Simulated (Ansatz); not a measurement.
## Ansatz (development build ahead of 0.2.0) run

```yaml
crystal:
  periodic: [false, false, false]
  atoms:
    - { symbol: Si, position_ang: [0.0, 0.0, -0.6795] }
    - { symbol: O, position_ang: [0.0, 0.0, 0.6795] }
basis:
  gaussian: { orbitals: "6-31G" }
magnetization:
  spin_polarized: true
hamiltonian:
  xc: hf
correlation:
  method: ccsd_t
  frozen_orbitals: { O: 1, Si: 5 }
```

The input is written out in the form of the current development build from the run's settings.

The run gave:

| Property | Result |
| --- | --- |
| Converged | yes |
| Reference energy | -363.64596 hartree |
| Correlation energy | -0.18610 hartree |
| Total energy | -363.83206 hartree |
